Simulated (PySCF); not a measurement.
Computed with B3LYP-D3(BJ)/def2-TZVP // PBE0-D4/def2-TZVP (PySCF). Isolated molecules, 0 K electronic values unless said otherwise. B3LYP has the VWN-RPA correlation part, as in Gaussian. Excitations are Tamm–Dancoff values on a coarser integration grid. The basis has no diffuse functions, so Rydberg states are missing or too high.

Reference species (SMILES): `ClB(Br)Br` (neutral, multiplicity 1).

```
Item                                           Result
-------------------------------------------  --------
brightest of the four lowest singlets (TDA)   6.02 eV
S1–T1 gap (TDA)                               0.16 eV
LUMO                                         -2.11 eV
```

Changed species: `ClB(Cl)Cl` (0 of 3 Cl replaced by Br; the reference has 2 of 3 Cl replaced by Br).

Q: What does the change do to the brightest of the four lowest singlets (TDA), S1–T1 gap (TDA) and LUMO?

A: the brightest of the four lowest singlets (TDA) increases by 1.08 eV, to 7.10 eV; the S1–T1 gap (TDA) hardly moves; the LUMO goes up by 0.26 eV, to -1.85 eV.
